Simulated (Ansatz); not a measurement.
# C2HS: the cost of one run

All numbers below are computed with Ansatz 0.2.0 (UKS PBE0-D4/def2-SVP).

**1. The structure to begin with**

Bond lengths: C1–C2 1.223 Å, C2–S3 1.696 Å, S3–H4 1.344 Å. Angles: C1–C2–S3 156.5°, C2–S3–H4 96.0°.

As a file:

```xyz
4

C    -0.0731    0.2197    1.7840
C    -0.3334   -0.0023    0.6102
S    -0.3312    0.2756   -1.0629
H     0.7377   -0.4930   -1.3314
```

**2. Preparing the start**

The input, input.yaml:

```yaml
crystal:
  periodic: [false, false, false]
  atoms:
    - { symbol: C, position_ang: [-0.07312, 0.21972, 1.78404] }
    - { symbol: C, position_ang: [-0.33337, -0.00233, 0.61022] }
    - { symbol: S, position_ang: [-0.33123, 0.27558, -1.06286] }
    - { symbol: H, position_ang: [0.73771, -0.49297, -1.3314] }
magnetization:
  spin_polarized: true
  initial_magnetization: 1
basis:
  gaussian: { orbitals: def2-SVP }
hamiltonian:
  xc: pbe0
  dispersion: d4
relax:
  f_tol: 0.02
  max_steps: 40
```

On the command line:

```console
ansatz run input.yaml --threads 1 --pin off --max-ram 2048MiB --backend cpu --events-out ev --progress --plain --runs-dir out
```

**Question.** How long does this run take on 1 thread of AMD EPYC 9R45 (Zen 5), shared host, and how much memory does it need?

About 8.9 s, with a peak of 0.14 GiB.
